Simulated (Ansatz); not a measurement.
# B2S (triplet): wB97M-V, B2PLYP, RPA-PBE over vertical spin and charge gaps and displaced geometries, cc-pVDZ, part 2 of 2

Ansatz 0.2.0, Gaussian basis; cc-pVDZ, all electrons in the functionals, frozen cores in the correlation of double hybrids and RPA. The steps go on from the part before.

## Step 14: B2PLYP, displaced geometry v1

in.yaml

```yaml
crystal:
  periodic: [false, false, false]
  atoms:
    - {symbol: B, position_ang: [-0.015433, -0.009008, 1.622641]}
    - {symbol: B, position_ang: [-0.016266, -0.025151, 0.018787]}
    - {symbol: S, position_ang: [0.031698, 0.034159, -1.641428]}
basis:
  gaussian: {orbitals: cc-pVDZ}
magnetization: {spin_polarized: true, initial_magnetization: 2}
hamiltonian: {xc: {name: B2PLYP}}
correlation: {electrons: outside_noble_gas}
```

Run with:

```sh
$ ansatz run in.yaml --threads 1 --pin off --events-out ev --progress --plain --max-ram 2393MiB
```

Standard output, shortened:

```text
Functional definition: B2PLYP
  name "B2PLYP"
  cite "Grimme, J. Chem. Phys. 124, 034108 (2006) doi:10.1063/1.2148954"
  cite "Becke, Phys. Rev. A 38, 3098 (1988) doi:10.1103/PhysRevA.38.3098"
  cite "Lee, Yang & Parr, Phys. Rev. B 37, 785 (1988) doi:10.1103/PhysRevB.37.785"
[...]
458 factors; integrals over basis functions are off by at most 1.3e-3 eV
[...]
mean field -12176.28526350 eV, -447.4702300511 hartree, gradient 1.9e-10 eV, S^2 2.010257; 4 other end points of the search recorded, 0 dependent functions left out
7 core orbitals not correlated: weight in the atoms' cores, before any rotation towards them, 1.000 or more for the frozen orbitals, at most 0.000 for the correlated occupied ones
reference -12176.28538417 eV, -447.4702344857 hartree; 7, 5 occupied and 32, 34 virtual orbitals, 458 factors
second order -8.33929253 eV of doubles, -0.00000000 eV of singles
Total energy: -12178.53699316 eV, -447.5529795896 hartree
```

It took 44 s on 1 thread of AMD EPYC, shared host.

From the report: ⟨S²⟩ of the determinant 2.010 (pure triplet: 2.00).

From charge 0, triplet: -0.001 eV.

## Step 15: B2PLYP, displaced geometry v2

in.yaml

```yaml
crystal:
  periodic: [false, false, false]
  atoms:
    - {symbol: B, position_ang: [0.084376, 0.005225, 1.595999]}
    - {symbol: B, position_ang: [-0.080498, 0.013599, 0.014891]}
    - {symbol: S, position_ang: [-0.003878, -0.018825, -1.610890]}
basis:
  gaussian: {orbitals: cc-pVDZ}
magnetization: {spin_polarized: true, initial_magnetization: 2}
hamiltonian: {xc: {name: B2PLYP}}
correlation: {electrons: outside_noble_gas}
```

The command is unchanged.

Standard output, shortened:

```text
Functional definition: B2PLYP
  name "B2PLYP"
  cite "Grimme, J. Chem. Phys. 124, 034108 (2006) doi:10.1063/1.2148954"
  cite "Becke, Phys. Rev. A 38, 3098 (1988) doi:10.1103/PhysRevA.38.3098"
  cite "Lee, Yang & Parr, Phys. Rev. B 37, 785 (1988) doi:10.1103/PhysRevB.37.785"
[...]
458 factors; integrals over basis functions are off by at most 1.2e-3 eV
[...]
mean field -12176.29648143 eV, -447.4706423022 hartree, gradient 4.2e-9 eV, S^2 2.009353; 4 other end points of the search recorded, 0 dependent functions left out
7 core orbitals not correlated: weight in the atoms' cores, before any rotation towards them, 1.000 or more for the frozen orbitals, at most 0.000 for the correlated occupied ones
reference -12176.29660187 eV, -447.4706467284 hartree; 7, 5 occupied and 32, 34 virtual orbitals, 458 factors
second order -8.26199969 eV of doubles, -0.00000000 eV of singles
Total energy: -12178.52734178 eV, -447.5526249083 hartree
```

It took 23 s on 1 thread of AMD EPYC, shared host.

From the report: ⟨S²⟩ of the determinant 2.009 (pure triplet: 2.00).

From charge 0, triplet: +0.009 eV.

## Step 16: RPA-PBE, charge 0, triplet

in.yaml

```yaml
crystal:
  periodic: [false, false, false]
  atoms:
    - {symbol: B, position_ang: [0.000000, 0.000000, 1.601001]}
    - {symbol: B, position_ang: [0.000000, 0.000000, 0.008300]}
    - {symbol: S, position_ang: [0.000000, 0.000000, -1.609301]}
basis:
  gaussian: {orbitals: cc-pVDZ}
magnetization: {spin_polarized: true, initial_magnetization: 2}
hamiltonian: {xc: {name: PBE}}
correlation: {method: rpa, electrons: outside_noble_gas}
```

The command is unchanged.

Standard output, shortened:

```text
Functional definition: PBE
  name "PBE"
  cite "Perdew, Burke & Ernzerhof, Phys. Rev. Lett. 77, 3865 (1996) doi:10.1103/PhysRevLett.77.3865"
  parent pbe
[...]
458 factors; integrals over basis functions are off by at most 1.3e-3 eV
[...]
mean field -12177.03525915 eV, -447.4977918827 hartree, gradient 7.3e-7 eV, S^2 2.010360; 2 other end points of the search recorded, 0 dependent functions left out
7 core orbitals not correlated: weight in the atoms' cores, before any rotation towards them, 1.000 or more for the frozen orbitals, at most 0.000 for the correlated occupied ones
reference -12157.23570918 eV, -446.7701718420 hartree; 7, 5 occupied and 32, 34 virtual orbitals, 458 factors
Total energy: -12168.72953666 eV, -447.1925622111 hartree
```

Run time: 8 s. Hardware: 1 thread of AMD EPYC, shared host.

From the report: ⟨S²⟩ of the determinant 2.010 (pure triplet: 2.00).

## Step 17: RPA-PBE, charge 0, singlet

Changes to in.yaml since step 16:

```diff
@@ -8,3 +8,3 @@
   gaussian: {orbitals: cc-pVDZ}
-magnetization: {spin_polarized: true, initial_magnetization: 2}
+magnetization: {spin_polarized: true, initial_magnetization: 0}
 hamiltonian: {xc: {name: PBE}}
```

The command is unchanged.

Standard output, shortened:

```text
Functional definition: PBE
  name "PBE"
  cite "Perdew, Burke & Ernzerhof, Phys. Rev. Lett. 77, 3865 (1996) doi:10.1103/PhysRevLett.77.3865"
  parent pbe
[...]
458 factors; integrals over basis functions are off by at most 1.3e-3 eV
[...]
mean field -12177.11064766 eV, -447.5005623593 hartree, gradient 2.5e-6 eV, S^2 0.687224; 17 other end points of the search recorded, 0 dependent functions left out
7 core orbitals not correlated: weight in the atoms' cores, before any rotation towards them, 1.000 or more for the frozen orbitals, at most 0.000 for the correlated occupied ones
reference -12157.02490841 eV, -446.7624250566 hartree; 6, 6 occupied and 33, 33 virtual orbitals, 458 factors
Total energy: -12168.95378917 eV, -447.2008033390 hartree
```

Run time: 36 s. Hardware: 1 thread of AMD EPYC, shared host.

From the report: ⟨S²⟩ of the determinant 0.687 (pure singlet: 0.00). The determinant is far from a pure spin state, so its energy mixes those of several spin states (harmless only where they are near-degenerate, as at dissociation).

From charge 0, triplet: -0.224 eV.

## Step 18: RPA-PBE, charge 0, quintet

Changes to in.yaml since step 17:

```diff
@@ -8,3 +8,3 @@
   gaussian: {orbitals: cc-pVDZ}
-magnetization: {spin_polarized: true, initial_magnetization: 0}
+magnetization: {spin_polarized: true, initial_magnetization: 4}
 hamiltonian: {xc: {name: PBE}}
```

Same command.

Standard output, shortened:

```text
Functional definition: PBE
  name "PBE"
  cite "Perdew, Burke & Ernzerhof, Phys. Rev. Lett. 77, 3865 (1996) doi:10.1103/PhysRevLett.77.3865"
  parent pbe
[...]
458 factors; integrals over basis functions are off by at most 1.3e-3 eV
[...]
mean field -12174.49231994 eV, -447.4043405904 hartree, gradient 2.8e-6 eV, S^2 6.003436; 5 other end points of the search recorded, 0 dependent functions left out
7 core orbitals not correlated: weight in the atoms' cores, before any rotation towards them, 1.000 or more for the frozen orbitals, at most 0.000 for the correlated occupied ones
reference -12155.67662335 eV, -446.7128764945 hartree; 8, 4 occupied and 31, 35 virtual orbitals, 458 factors
Total energy: -12166.21047063 eV, -447.0999882419 hartree
```

Wall time 15 s (1 thread of AMD EPYC, shared host).

From the report: ⟨S²⟩ of the determinant 6.003 (pure quintet: 6.00).

From charge 0, triplet: +2.519 eV.

## Step 19: RPA-PBE, charge 1, doublet

Changes to in.yaml since step 18:

```diff
@@ -8,3 +8,4 @@
   gaussian: {orbitals: cc-pVDZ}
-magnetization: {spin_polarized: true, initial_magnetization: 4}
+total_charge: 1
+magnetization: {spin_polarized: true, initial_magnetization: 1}
 hamiltonian: {xc: {name: PBE}}
```

Same command.

Standard output, shortened:

```text
Functional definition: PBE
  name "PBE"
  cite "Perdew, Burke & Ernzerhof, Phys. Rev. Lett. 77, 3865 (1996) doi:10.1103/PhysRevLett.77.3865"
  parent pbe
[...]
458 factors; integrals over basis functions are off by at most 1.3e-3 eV
[...]
mean field -12168.45541735 eV, -447.1824885124 hartree, gradient 8.4e-6 eV, S^2 0.797554; 6 other end points of the search recorded, 0 dependent functions left out
7 core orbitals not correlated: weight in the atoms' cores, before any rotation towards them, 1.000 or more for the frozen orbitals, at most 0.000 for the correlated occupied ones
reference -12148.58748739 eV, -446.4523555531 hartree; 6, 5 occupied and 33, 34 virtual orbitals, 458 factors
Total energy: -12160.33728517 eV, -446.8841526574 hartree
```

Run time: 12 s. Hardware: 1 thread of AMD EPYC, shared host.

From the report: ⟨S²⟩ of the determinant 0.798 (pure doublet: 0.75).

From charge 0, triplet: +8.392 eV.

## Step 20: RPA-PBE, charge 1, quartet

Changes to in.yaml since step 19:

```diff
@@ -9,3 +9,3 @@
 total_charge: 1
-magnetization: {spin_polarized: true, initial_magnetization: 1}
+magnetization: {spin_polarized: true, initial_magnetization: 3}
 hamiltonian: {xc: {name: PBE}}
```

The command is unchanged.

Standard output, shortened:

```text
Functional definition: PBE
  name "PBE"
  cite "Perdew, Burke & Ernzerhof, Phys. Rev. Lett. 77, 3865 (1996) doi:10.1103/PhysRevLett.77.3865"
  parent pbe
[...]
458 factors; integrals over basis functions are off by at most 1.3e-3 eV
[...]
mean field -12166.37436231 eV, -447.1060111500 hartree, gradient 6.6e-6 eV, S^2 3.754306; 12 other end points of the search recorded, 0 dependent functions left out
7 core orbitals not correlated: weight in the atoms' cores, before any rotation towards them, 1.000 or more for the frozen orbitals, at most 0.000 for the correlated occupied ones
reference -12148.14714201 eV, -446.4361731589 hartree; 7, 4 occupied and 32, 35 virtual orbitals, 458 factors
Total energy: -12158.26189098 eV, -446.8078833277 hartree
```

Run time: 23 s. Hardware: 1 thread of AMD EPYC, shared host.

From the report: ⟨S²⟩ of the determinant 3.754 (pure quartet: 3.75).

From charge 0, triplet: +10.468 eV.

## Step 21: RPA-PBE, displaced geometry v1

in.yaml

```yaml
crystal:
  periodic: [false, false, false]
  atoms:
    - {symbol: B, position_ang: [-0.015433, -0.009008, 1.622641]}
    - {symbol: B, position_ang: [-0.016266, -0.025151, 0.018787]}
    - {symbol: S, position_ang: [0.031698, 0.034159, -1.641428]}
basis:
  gaussian: {orbitals: cc-pVDZ}
magnetization: {spin_polarized: true, initial_magnetization: 2}
hamiltonian: {xc: {name: PBE}}
correlation: {method: rpa, electrons: outside_noble_gas}
```

The command is unchanged.

Standard output, shortened:

```text
Functional definition: PBE
  name "PBE"
  cite "Perdew, Burke & Ernzerhof, Phys. Rev. Lett. 77, 3865 (1996) doi:10.1103/PhysRevLett.77.3865"
  parent pbe
[...]
458 factors; integrals over basis functions are off by at most 1.3e-3 eV
[...]
mean field -12177.05289368 eV, -447.4984399397 hartree, gradient 1.4e-10 eV, S^2 2.012833; 6 other end points of the search recorded, 0 dependent functions left out
7 core orbitals not correlated: weight in the atoms' cores, before any rotation towards them, 1.000 or more for the frozen orbitals, at most 0.000 for the correlated occupied ones
reference -12157.16106885 eV, -446.7674288607 hartree; 7, 5 occupied and 32, 34 virtual orbitals, 458 factors
Total energy: -12168.77727523 eV, -447.1943165712 hartree
```

Wall time 49 s (1 thread of AMD EPYC, shared host).

From the report: ⟨S²⟩ of the determinant 2.013 (pure triplet: 2.00).

From charge 0, triplet: -0.048 eV.

## Step 22: RPA-PBE, displaced geometry v2

in.yaml

```yaml
crystal:
  periodic: [false, false, false]
  atoms:
    - {symbol: B, position_ang: [0.084376, 0.005225, 1.595999]}
    - {symbol: B, position_ang: [-0.080498, 0.013599, 0.014891]}
    - {symbol: S, position_ang: [-0.003878, -0.018825, -1.610890]}
basis:
  gaussian: {orbitals: cc-pVDZ}
magnetization: {spin_polarized: true, initial_magnetization: 2}
hamiltonian: {xc: {name: PBE}}
correlation: {method: rpa, electrons: outside_noble_gas}
```

Launched as before.

Standard output, shortened:

```text
Functional definition: PBE
  name "PBE"
  cite "Perdew, Burke & Ernzerhof, Phys. Rev. Lett. 77, 3865 (1996) doi:10.1103/PhysRevLett.77.3865"
  parent pbe
[...]
458 factors; integrals over basis functions are off by at most 1.2e-3 eV
[...]
mean field -12177.03320594 eV, -447.4977164287 hartree, gradient 5.0e-10 eV, S^2 2.011057; 7 other end points of the search recorded, 0 dependent functions left out
7 core orbitals not correlated: weight in the atoms' cores, before any rotation towards them, 1.000 or more for the frozen orbitals, at most 0.000 for the correlated occupied ones
reference -12157.20087684 eV, -446.7688917771 hartree; 7, 5 occupied and 32, 34 virtual orbitals, 458 factors
Total energy: -12168.72879442 eV, -447.1925349343 hartree
```

Run time: 34 s. Hardware: 1 thread of AMD EPYC, shared host.

From the report: ⟨S²⟩ of the determinant 2.011 (pure triplet: 2.00).

From charge 0, triplet: +0.001 eV.

## Step 23: The comparison

The yardstick is UCCSDT(Q), where the cluster series has nearly closed. It comes from earlier runs at the same points. Energies in eV, counted from charge 0, triplet; blanks weren't run or aren't comparable.

```csv
level,triplet to singlet,triplet to quintet,ionisation to the doublet cation,ionisation to the quartet cation,displacement v1,displacement v2
UCCSDT(Q),-0.241,2.576,,,-0.031,0.004
wB97M-V,-0.207,2.510,8.691,10.516,0.026,0.015
B2PLYP,-0.170,2.642,8.522,10.521,-0.001,0.009
RPA-PBE,-0.224,2.519,8.392,10.468,-0.048,0.001
```

Largest miss and mean time a point (UCCSDT(Q) took 3 min a point; shared hosts):

```csv
level,largest miss (eV),where,time a point
wB97M-V,-0.067,triplet to quintet,32 s
B2PLYP,+0.071,triplet to singlet,19 s
RPA-PBE,-0.057,triplet to quintet,25 s
```

## Step 24: Results

This closing draws on all 2 parts.

| quantity | value |
| --- | --- |
| triplet to singlet, UCCSDT(Q) | -0.241 eV |
| triplet to quintet, UCCSDT(Q) | 2.576 eV |
| displacement v1, UCCSDT(Q) | -0.031 eV |
| displacement v2, UCCSDT(Q) | 0.004 eV |
| largest miss, wB97M-V | -0.067 eV (triplet to quintet) |
| largest miss, B2PLYP | +0.071 eV (triplet to singlet) |
| largest miss, RPA-PBE | -0.057 eV (triplet to quintet) |

**Reading.** Misses are known at 4 of 6 points at best, and only functionals with that many are ranked. Of the functionals, RPA-PBE keep the smallest largest miss at the points compared (at most 0.057 eV) and B2PLYP strays most (0.071 eV, at triplet to singlet). B2PLYP, RPA-PBE clearly break the spin symmetry at some points (⟨S²⟩ up to 0.69 above the pure value), so energy there is bought with a mixed spin. Functionals and the yardstick converge differently with the basis, so part of each miss in cc-pVDZ is the basis. The program flags that the yardstick's amplitudes may have other solutions at some points.
